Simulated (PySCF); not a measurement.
Isomers of C3H6N (doublet state). Theory: PBE0-D3(BJ)/def2-SVP geometry optimisation, gas phase (PySCF). One conformer each; no zero-point energy, no entropy. No frequencies were run at this level. Point groups hold within 0.08 Å. The open-shell SCF solutions weren't tested for stability.

**Question.** Order them by energy at this level, lowest first, and give relative energies in kcal/mol.
A. `[H]/[N:4]=[CH:3]\[CH:2][CH3:1]` (doublet state) with C1–C2–C3–N4 0°
B. `[H]/[N:4]=[CH:3]\[CH2:2][CH2:1]` (doublet state) with H–C1–C2–C3 -87° and 82°, C1–C2–C3–N4 -118°

**Answer.** A (0.0), B (16.0).

Both arise from one parent by loss of a hydrogen atom ([H]/N=C\[CH]C: H removed from sp3 C; [H]/N=C\C[CH2]: H removed from sp3 C), so the differences are those of the electronic X–H dissociation energies at this level.

```csv
SMILES,E (Eh),E rel (kcal/mol),dipole (D),point group,"A, B, C (MHz)",⟨S²⟩
[H]/N=C\[CH]C,-172.28790,0.0,2.78,–,"18637, 5699, 4487",0.784
[H]/N=C\C[CH2],-172.26245,16.0,2.16,C1,"24526, 4505, 4425",0.755
```

**Question.** How do the relative energies change in single points at B3LYP/IGLO-III on C N, pcH-1 on H (no added dispersion term) on the same geometries?

**Answer.** 
| SMILES | PBE0-D3(BJ)/def2-SVP (kcal/mol) | B3LYP/IGLO-III on C N, pcH-1 on H (kcal/mol) | shift |
| --- | --- | --- | --- |
| [H]/N=C\[CH]C | 0.0 | 0.0 | 0.0 |
| [H]/N=C\C[CH2] | 16.0 | 15.5 | -0.5 |

Each column counts from its own lowest isomer. The order is unchanged; the largest shift is 0.5 kcal/mol.
